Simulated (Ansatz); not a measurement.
## Bulk modulus B0 of some III–V compounds

Method: HSE06 in Ansatz (plane waves, PAW). References are measured values corrected to a static lattice or taken at low temperature (these still hold zero-point motion).

Values in GPa.

```csv
solid,reference,HSE06,error (%)
zinc-blende GaAs,76.7,72.2,-5.9
cubic BN,410 (388–410),?,?
zinc-blende InAs,58.6,58.0,-1.0
zinc-blende InP,72,69.3,-3.8
zinc-blende BP,176 (168–176),175,-0.6
zinc-blende InSb,46.1,44.0,-4.6
zinc-blende AlAs,75,75.8,+1.1
zinc-blende GaP,89.6,87.8,-2.0
```

Task: Estimate the withheld HSE06 value.

Result: The errors of the other rows run from -5.9 % to +1.1 %, with a median of -2.0 %; carried to the reference 410 it gives 402 GPa. The run gives 404 GPa (-1.5 %); the row was picked among those where that median comes within half of the row's own error. Over these 8 solids the mean error is -2.3 %, the mean absolute error 2.5 % (median 1.7 %), and the worst case zinc-blende GaAs at -5.9 %; the value is too low in 7 of 8 cases.

All these references are brought to a static lattice.

Spin–orbit coupling is left out, also for the solids with elements from indium on (zinc-blende InAs, zinc-blende InP, zinc-blende InSb); its size isn't shown.

Brackets give the range of our sources, which can hold other temperatures.

Differences are worked out from the printed values.

Each level is taken at its own relaxed cell. Ansatz's density-functional and Hartree–Fock values are scalar-relativistic unless marked +SOC, with PAW data made under PBE.

Not in this set, of the III–V compounds with a reference value in our tables and a result at some level: 3 for a reference at room or unstated temperature (wurtzite AlN, zinc-blende BAs, zinc-blende GaSb); 1 for a high-temperature or high-pressure phase (wurtzite BN); 1 for sources at odds (wurtzite GaN). These can be a level's worst cases. At least 2 more with a reference value are held back for tests. Layered and molecular crystals are counted apart.

References as tabulated in Mejia-Rodriguez and Trickey (2018), arXiv:1807.09216; Goldzak et al. (2022), arXiv:2208.04865.

Ansatz is a first-principles code.
